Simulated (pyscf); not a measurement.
Structures and frequencies: ωB97X-D3(BJ)/def2-SVP in PySCF.

For the elementary gas-phase step H₂B–NH–SiH₃ + NH₃ → H₂N–SiH₃ + H₂B–NH₂ (singlet surface; B–N, H–N broken, H–N, B–N formed), what barrier and reaction energy does ωB97M-D3(BJ)/def2-TZVP give, measured from the separated reactants?

ΔE‡ = 52.2 kJ/mol, ΔE = -7.1 kJ/mol. Zero-point energy shifts the barrier by +3.0 kJ/mol. It is a four-centre exchange, with an imaginary mode of 1466i cm⁻¹. On the reactant side the descent ends in an adduct with a B–N contact, 44.2 kJ/mol under the separated species and 96.0 kJ/mol under the saddle at ωB97X-D3(BJ)/def2-TZVP. On the product side the descent ends in an adduct with a B–N contact, 8.5 kJ/mol under the separated species and 64.5 kJ/mol under the saddle at ωB97X-D3(BJ)/def2-TZVP. What is counted as formed (B–N) is already present as a longer contact in the reactant adduct; forming that adduct is a step of its own. What is counted as broken (B–N) persists as a longer contact in the product adduct; parting that adduct is a step of its own. This is the saddle that the search found; another between the same sides may lie lower.
